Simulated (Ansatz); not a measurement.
Two structures of BH3O, singlet, reached by relaxing down either side of one saddle point (PBE0-D4/def2-TZVP). Energies are electronic, without zero-point energy. Computed with Ansatz 0.2.0 (basis: def2-TZVPP and def2-QZVPP); correlated methods freeze the cores. Extrapolation: Hartree–Fock as exp(−7.88 √X), correlation as X^−2.97. First:

```csv
atom,x (Å),y (Å),z (Å)
B1,0.1502,0.3916,-0.0368
H2,0.3810,0.5676,1.1295
O3,-0.3716,-0.7749,-0.4651
H4,-0.5252,-1.4081,0.2407
H5,0.3656,1.2239,-0.8683
```

Second:

```
5
angstrom
B 0.0060 0.5660 -1.5764
H 0.0110 -0.9220 2.7185
O -0.1011 -0.0594 -0.5602
H -0.0270 -0.7631 1.9891
H 0.1111 1.1785 -2.5709
```

Problem. Which bonds change from the first to the second?

Solution. BH₃O ([BH2][OH]) → BHO ([BH][O]) + H₂; bonds formed: H2–H4; bonds broken: B1–H2, O3–H4.

Problem. Give the saddle point's structure and its height above each. (Judge from chemistry; the value comes from the calculation.)

Solution. By the calculation: 60.95 kcal/mol above the first and 46.40 kcal/mol above the second (CCSD(T) at an estimated basis limit (MP2 extrapolated from triple and quadruple zeta, plus CCSD(T) − MP2 in triple zeta)).
```xyz
5
angstrom
B 0.0379 0.2075 -0.3201
H 0.1985 0.1173 1.0948
O -0.4588 -0.9175 -0.6834
H -0.1820 -0.6786 0.6286
H 0.4044 1.2714 -0.7198
```

The T1 diagnostic stays at or below 0.021.

Labels in which every atom is bracketed show which atoms are joined, not bond orders.

For scale, one of the runs: CCSD(T)/def2-TZVPP, 104 basis functions, launched by `ansatz run in.yaml --threads 2 --pin off --events-out ev --progress --plain --max-ram 4352MiB`. Hardware: 2 CPU threads of an Arm Neoverse V2, shared host. Wall time about 2.1 s.
